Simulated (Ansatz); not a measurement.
in.yaml

```yaml
crystal:
  periodic: [false, false, false]
  atoms:
    - {symbol: N, position_ang: [-1.793885, -0.011611, -0.018072]}
    - {symbol: H, position_ang: [-2.091165, 0.956222, -0.018071]}
    - {symbol: H, position_ang: [-2.091164, -0.413910, 0.862188]}
    - {symbol: H, position_ang: [-0.732885, -0.011611, -0.018072]}
    - {symbol: S, position_ang: [0.938115, -0.011610, -0.018072]}
basis:
  gaussian: {orbitals: 6-31G, fitting: {mean_field: def2-universal-jkfit}}
magnetization: {spin_polarized: true, initial_magnetization: 2}
hamiltonian: {xc: {name: PBE}}
correlation: {method: ccsd_t, electrons: valence}
scf: {omitted_lower_state_checks: [cluster_reference]}
```

```sh
$ ansatz run in.yaml --threads 1 --pin off --events-out ev --progress --plain --max-ram 2393MiB
```

(1) Roughly how long does this take on 1 thread of Arm Neoverse V2, shared host, and how much host memory?

```
these checks for a lower state are left out or cut short: cluster_reference
259 factors; integrals over basis functions are off by at most 2.4e-2 eV
mean field evaluation 1: about -12354.9531 eV, gradient 4.3e1 eV
mean field evaluation 2: about -12354.9529 eV, gradient 4.3e1 eV
mean field evaluation 4: about -12360.9910 eV, gradient 1.5e1 eV
mean field evaluation 8: about -12363.4862 eV, gradient 1.6e-1 eV
mean field evaluation 16: about -12363.4867 eV, gradient 4.0e-5 eV
mean field evaluation 32: about -12362.2327 eV, gradient 9.5e0 eV
mean field evaluation 64: about -12363.4867 eV, gradient 6.8e-7 eV
mean field evaluation 96: about -12363.4531 eV, gradient 2.2e0 eV
mean field evaluation 128: about -12363.3956 eV, gradient 8.5e-3 eV
mean field evaluation 160: about -12362.6164 eV, gradient 3.5e0 eV
mean field -12363.48671879 eV, -454.3497566434 hartree, gradient 4.1e-6 eV, S^2 2.001898; 12 other end points of the search recorded, 0 dependent functions left out
6 core orbitals not correlated: weight in the atoms' cores, before any rotation towards them, 1.000 or more for the frozen orbitals, at most 0.000 for the correlated occupied ones
reference -12342.02452262 eV, -453.5610354814 hartree; 8, 6 occupied and 14, 16 virtual orbitals, 259 factors
second order -4.33465417 eV of doubles, -0.37089793 eV of singles
cycle   1  -4.75508580 eV  change   -1.1e-1 eV  update   6.4e-2
cycle   2  -4.92014624 eV  change   -1.7e-1 eV  update   3.9e-2
cycle   3  -5.04855531 eV  change   -1.3e-1 eV  update   2.3e-2
cycle   4  -5.06572262 eV  change   -1.7e-2 eV  update   1.3e-2
cycle   5  -5.06614835 eV  change   -4.3e-4 eV  update   4.8e-3
cycle   6  -5.06504444 eV  change    1.1e-3 eV  update   1.5e-3
cycle   7  -5.06542046 eV  change   -3.8e-4 eV  update   6.8e-4
cycle   8  -5.06522023 eV  change    2.0e-4 eV  update   3.9e-4
cycle   9  -5.06512807 eV  change    9.2e-5 eV  update   2.0e-4
cycle  10  -5.06514444 eV  change   -1.6e-5 eV  update   7.2e-5
cycle  11  -5.06512297 eV  change    2.1e-5 eV  update   2.6e-5
cycle  12  -5.06512904 eV  change   -6.1e-6 eV  update   9.7e-6
perturbative correction -0.07582488 eV, -0.0027865130 hartree
WARN: these amplitudes may be one of several solutions (largest doubles amplitude 0.05, level shift 0.40 eV)
Total energy: -12347.16547654 eV, -453.7499620534 hartree
Checks for a lower state left out: cluster_reference
```

Results:

(1) 5.5 s wall and 0.17 GiB.
